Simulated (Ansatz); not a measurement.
# CH₄OSi (SMILES CO[SiH]): one structure at several levels

One table from this session's results is given with a row withheld; the runs are named, their logs left out.

Computed with Ansatz 0.2.0, Gaussian basis. Level: single points in def2-TZVPP.

Correlated methods freeze the cores.

## The starting structure

SMILES `CO[SiH]`, 7 atoms, charge 0, spin multiplicity 1.

Atoms are counted from 1 here; the program's logs count them from 0.

Bond lengths: C1–O2 1.493 Å, C1–H4 1.116 Å, C1–H5 0.723 Å, C1–H6 1.290 Å, O2–Si3 1.806 Å, Si3–H7 1.542 Å. Angles: O2–C1–H4 77.8°, O2–C1–H5 111.5°, O2–C1–H6 93.1°, H4–C1–H5 125.5°, H4–C1–H6 108.2°, H5–C1–H6 124.0°, C1–O2–Si3 132.4°, O2–Si3–H7 96.4°.

Coordinates:

```xyz
7
charge 0, multiplicity 1
C    -0.2926    0.5130   -0.6753
O    -0.3997   -0.5256    0.3915
Si    0.8430   -1.4615    1.3087
H    -1.3754    0.2458   -0.7138
H     0.2018    0.3335   -1.1709
H    -0.1451    1.4711    0.1751
H     2.0332   -0.5408    0.9722
```

Set-up of the first run:

File run/in.yaml:

```yaml
crystal:
  periodic: [false, false, false]
  atoms:
    - {symbol: C, position_ang: [-0.292600, 0.513000, -0.675300]}
    - {symbol: O, position_ang: [-0.399700, -0.525600, 0.391500]}
    - {symbol: Si, position_ang: [0.843000, -1.461500, 1.308700]}
    - {symbol: H, position_ang: [-1.375400, 0.245800, -0.713800]}
    - {symbol: H, position_ang: [0.201800, 0.333500, -1.170900]}
    - {symbol: H, position_ang: [-0.145100, 1.471100, 0.175100]}
    - {symbol: H, position_ang: [2.033200, -0.540800, 0.972200]}
basis:
  gaussian: {orbitals: def2-TZVPP}
correlation: {method: ccsd_t}
output: {forces: true}
```

The command line of these runs was not kept.

Steps of the session up to this table: CCSD(T)/def2-TZVPP; PBE0-D4/def2-TZVPP; wB97M-V/def2-TZVPP; r2SCAN-D4/def2-TZVPP; PBE-D4/def2-TZVPP; CAM-B3LYP-D4/def2-TZVPP; wB97X-V/def2-TZVPP.

One of the session's tables, all rows but one given; the rest of the session is left out.

```
      method  RMS force component (eV/Å)  angle to CCSD(T) forces (°)  dipole (D)
     CCSD(T)                      13.591                    reference        1.18
     PBE0-D4                      13.596                          0.6        1.18
     wB97M-V                      13.508                          0.4        1.04
   r2SCAN-D4                           ?                            ?           ?
      PBE-D4                      13.463                          1.0        1.20
CAM-B3LYP-D4                      13.506                          0.5        1.13
     wB97X-V                      13.641                          0.4        1.21
```

**Question.** Estimate the row for r2SCAN-D4.

**Answer.** RMS force component (eV/Å): 13.521; angle to CCSD(T) forces (°): 0.4; dipole (D): 1.28. In the column «RMS force component (eV/Å)» it lies between wB97M-V (13.508) and CCSD(T) (13.591).
